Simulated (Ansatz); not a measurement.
Input file:

```yaml
crystal:
  periodic: [false, false, false]
  atoms:
    - {symbol: In, position_ang: [0.000000, 0.017034, -0.038458]}
    - {symbol: H, position_ang: [0.000000, -1.726316, -0.276632]}
    - {symbol: H, position_ang: [0.384545, -0.107040, 2.328746]}
    - {symbol: H, position_ang: [-0.384545, -0.107040, 2.328746]}
basis:
  gaussian: {orbitals: def2-mTZVP, fitting: {mean_field: def2-universal-jkfit}}
total_charge: 1
magnetization: {spin_polarized: false, initial_magnetization: 1}
hamiltonian: {xc: {name: PBE0}}
correlation: {method: ccsdt_q_b, electrons: outside_noble_gas}
accuracy: high
```

```sh
$ ansatz run in.yaml --threads 1 --pin off --events-out ev --progress --plain --max-ram 2393MiB
```

Log:

```
272 factors; integrals over basis functions are off by at most 7.5e-1 eV
mean field evaluation 1: about -5212.3068 eV, gradient 1.1e1 eV
mean field evaluation 2: about -5212.3071 eV, gradient 1.1e1 eV
mean field evaluation 4: about -5213.1242 eV, gradient 2.3e0 eV
mean field evaluation 8: about -5213.1481 eV, gradient 2.6e-2 eV
mean field evaluation 16: about -5213.1481 eV, gradient 2.2e-7 eV
mean field -5213.14810719 eV, -191.5796593404 hartree, gradient 1.7e-8 eV, S^2 0.750000; 0 other end points of the search recorded, 0 dependent functions left out
9 core orbitals not correlated: weight in the atoms' cores, before any rotation towards them, 0.995 or more for the frozen orbitals, at most 0.004 for the correlated occupied ones
reference -5187.02861217 eV, -190.6197856030 hartree; 3, 2 occupied and 33, 34 virtual orbitals, 272 factors
second order -1.29332830 eV of doubles, -0.22571596 eV of singles
cycle   1  -1.85668061 eV  change   -3.4e-1 eV  update   5.5e-2
cycle   2  -2.04368773 eV  change   -1.9e-1 eV  update   2.3e-2
cycle   3  -2.04961294 eV  change   -5.9e-3 eV  update   5.6e-3
cycle   4  -2.05359392 eV  change   -4.0e-3 eV  update   2.6e-3
cycle   5  -2.05380040 eV  change   -2.1e-4 eV  update   9.2e-4
cycle   6  -2.05359502 eV  change    2.1e-4 eV  update   3.7e-4
cycle   7  -2.05370809 eV  change   -1.1e-4 eV  update   1.6e-4
cycle   8  -2.05374384 eV  change   -3.6e-5 eV  update   4.8e-5
cycle   9  -2.05372488 eV  change    1.9e-5 eV  update   1.8e-5
cycle  10  -2.05372172 eV  change    3.2e-6 eV  update   6.0e-6
cycle  11  -2.05372197 eV  change   -2.5e-7 eV  update   2.0e-6
cycle  12  -2.05372260 eV  change   -6.3e-7 eV  update   5.4e-7
cycle  13  -2.05372265 eV  change   -4.9e-8 eV  update   2.0e-7
cycle  14  -2.05372250 eV  change    1.5e-7 eV  update   8.9e-8
cycle  15  -2.05372239 eV  change    1.1e-7 eV  update   4.7e-8
cycle  16  -2.05372240 eV  change   -8.3e-9 eV  update   2.4e-8
cycle  17  -2.05372239 eV  change    8.7e-9 eV  update   1.7e-8
cycle  18  -2.05372241 eV  change   -2.1e-8 eV  update   1.1e-8
cycle  19  -2.05372242 eV  change   -7.7e-9 eV  update   4.4e-9
cycle  20  -2.05372242 eV  change   -2.5e-9 eV  update   1.7e-9
cycle  21  -2.05372242 eV  change  -6.5e-10 eV  update  6.9e-10
cycle  22  -2.05372242 eV  change  -1.1e-10 eV  update  3.0e-10
perturbative correction -0.00015151 eV, -0.0000055679 hartree
Total energy: -5189.08248611 eV, -190.6952640780 hartree
```

Ran on 1 thread of Intel Xeon, shared host: 11 s wall, 0.22 GiB peak host memory.
